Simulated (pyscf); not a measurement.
# Addition across a multiple bond or ene-type step: O=Os(=O)(=O)=O + hydrogen fluoride (HF) -> O=Os(=O)(=O)(OH)–F

Gas phase, singlet surface, charge 0. Bonds broken: F6–H7. Bonds formed: Os2–F6, O5–H7. PySCF, gas phase, ωB97X-D3(BJ)/def2-SVP geometries.

Transition state (Å):

```xyz
7

O      0.9502     0.9953    -1.4863
Os    -0.0437     0.2932    -0.3345
O      0.6507     0.7207     1.1301
O     -1.5277     1.0418    -0.5523
O      0.1172    -1.4235    -0.8719
F     -1.1830    -1.1122     0.8757
H     -0.5743    -1.7415    -0.0362
```

One imaginary mode, 956i cm⁻¹; descent along it reached the two sides named.

```csv
bond,change,reactant side (Å),saddle,product side
F6–H7,breaks,0.929,1.264,1.929
Os2–F6,forms,2.9,2.177,1.946
O5–H7,forms,2.174,1.130,0.974
```

Electronic energies relative to the separated reactants (eV):

```
level                   barrier  reaction energy  reverse barrier
----------------------  -------  ---------------  ---------------
ωB97X-D3(BJ)/def2-TZVP     0.92            +0.47             0.45
PBE/def2-TZVP              0.75            +0.43             0.32
r²SCAN/def2-TZVP           0.72            +0.32             0.40
B3LYP-D3(BJ)/def2-TZVP     0.91            +0.47             0.43
PBE0-D3(BJ)/def2-TZVP      0.86            +0.47             0.40
M06-2X/def2-TZVP           0.97            +0.59             0.39
ωB97M-D3(BJ)/def2-TZVP     0.95            +0.52             0.44
```

With ωB97M-D3(BJ)/def2-TZVP energies and thermal terms (ideal gas, 1 atm, RRHO with modes under 100 cm⁻¹ raised to 100, one conformer, R ln 2 for chiral ones without a mode under 150 cm⁻¹), in eV:

```json
[
 {"T (K)": "298", "ΔH‡": "0.90", "ΔG‡": "1.31", "ΔH": "+0.60", "ΔG": "+0.98"},
 {"T (K)": "600", "ΔH‡": "0.89", "ΔG‡": "1.72", "ΔH": "+0.61", "ΔG": "+1.37"},
 {"T (K)": "900", "ΔH‡": "0.90", "ΔG‡": "2.14", "ΔH": "+0.64", "ΔG": "+1.74"},
 {"T (K)": "1200", "ΔH‡": "0.92", "ΔG‡": "2.55", "ΔH": "+0.67", "ΔG": "+2.11"}
]
```

This is the saddle that the search found; another between the same sides may lie lower. Elements past Kr carry the def2 core potentials, without spin-orbit coupling.
